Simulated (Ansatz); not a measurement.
Relaxation of BCl2H2 (5 atoms, charge 0, multiplicity 2), to a largest force component of 0.03 eV/Å in at most 50 steps.

Method: Ansatz, UKS B3LYP/6-31G*.

```xyz
5
Properties=species:S:1:pos:R:3:forces:R:3
B 0.000 0.000 -0.088 0.00 0.00 1.22
Cl 0.000 0.000 1.731 0.00 0.00 -1.25
H 1.059 0.000 -0.623 -0.01 0.00 -0.01
H -1.059 0.000 -0.623 0.01 0.00 -0.01
Cl 0.000 0.000 4.973 0.00 0.00 0.04
```

Question: Where does it end, and by what steps?

Answer: The run converged. The force dipped under the threshold on the way, but the program's further checks kept it going. After 6 steps the energy has fallen by 0.048 eV; Cl5 moved furthest, 0.23 Å.

```csv
step,energy less start (eV),largest force component (eV/Å),accepted
0,0.0000,1.248,yes
1,-0.0284,0.769,yes
2,-0.0418,0.055,yes
3,-0.0437,0.037,yes
4,-0.0471,0.012,yes
5,-0.0476,0.005,yes
6,-0.0478,0.003,yes
```

```xyz
5
Properties=species:S:1:pos:R:3
B 0.000 0.000 -0.118
Cl 0.000 0.000 1.636
H 1.050 0.000 -0.675
H -1.050 0.000 -0.675
Cl 0.000 0.000 5.201
```

Whether the end is a true minimum wasn't checked by a vibrational analysis.

The run took 40 s on 1 thread of Arm Neoverse V1, with other jobs on the host, peak memory 0.15 GiB.
